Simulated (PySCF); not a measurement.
Aza analogues, thiophene 1N. Gas-phase values, no solvent. Strings in code marks are SMILES.

Computed with PySCF with B3LYP-D3(BJ)/def2-TZVP // PBE0-D4/def2-TZVP. All candidates: neutral, multiplicity 1. B3LYP has the VWN-RPA correlation part, as in Gaussian. Delta-SCF ions had no search for a lower state. 

The HOMO is -6.65 eV and the hole reorganisation energy (four-point) is 0.377 eV. The vertical ionisation energy (Delta-SCF) is 8.91 eV.

Task: Name which member has these values.
(A) `c1ccsc1`
(B) `c1cscn1`
(C) `c1cnsc1`

Result: A, `c1ccsc1`. The others give `c1cscn1`: -7.13 eV, 0.469 eV, 9.48 eV; `c1cnsc1`: -7.35 eV, 0.275 eV, 9.71 eV
